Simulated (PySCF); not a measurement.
## Gas-phase thermal properties of C₆H₆

Computed with PySCF (xtb for GFN2) and rigid-rotor harmonic-oscillator thermochemistry at 1 bar. The comparison is the NASA 1993 polynomial table, which mixes measured and estimated data. 6-31G* has spherical d functions here. All species are closed-shell singlets. B3LYP is the form with VWN-RPA correlation. The harmonic model lacks anharmonicity and excited electronic states, which grow with temperature; levels with a mode under 35 cm⁻¹ are left out.

```json
[
 {"level": "table", "point group": "-", "σ": "-", "ZPE (kJ/mol)": "-", "S°298 (J/mol/K)": "269.2", "Cp298 (J/mol/K)": "81.9", "S°1000 (J/mol/K)": "447.7", "H1000 − H298 (kJ/mol)": "112.7"},
 {"level": "B3LYP/6-31G*", "point group": "D6h", "σ": "12", "ZPE (kJ/mol)": "264.5", "S°298 (J/mol/K)": "268.3", "Cp298 (J/mol/K)": "80.0", "S°1000 (J/mol/K)": "443.7", "H1000 − H298 (kJ/mol)": "110.8"},
 {"level": "GFN2-xTB", "point group": "D6h", "σ": "12", "ZPE (kJ/mol)": "256.0", "S°298 (J/mol/K)": "270.7", "Cp298 (J/mol/K)": "83.1", "S°1000 (J/mol/K)": "449.9", "H1000 − H298 (kJ/mol)": "113.0"},
 {"level": "HF/6-31G*", "point group": "D6h", "σ": "12", "ZPE (kJ/mol)": "282.7", "S°298 (J/mol/K)": "264.5", "Cp298 (J/mol/K)": "72.9", "S°1000 (J/mol/K)": "430.2", "H1000 − H298 (kJ/mol)": "105.3"},
 {"level": "PBE/def2-SVP", "point group": "D6h", "σ": "12", "ZPE (kJ/mol)": "257.3", "S°298 (J/mol/K)": "269.8", "Cp298 (J/mol/K)": "82.6", "S°1000 (J/mol/K)": "449.0", "H1000 − H298 (kJ/mol)": "113.0"},
 {"level": "PBE0/def2-TZVP", "point group": "D6h", "σ": "12", "ZPE (kJ/mol)": "264.3", "S°298 (J/mol/K)": "268.3", "Cp298 (J/mol/K)": "80.2", "S°1000 (J/mol/K)": "444.0", "H1000 − H298 (kJ/mol)": "111.0"}
]
```
σ: rotational symmetry number. Electronic degeneracy used: 1. Frequencies are unscaled.
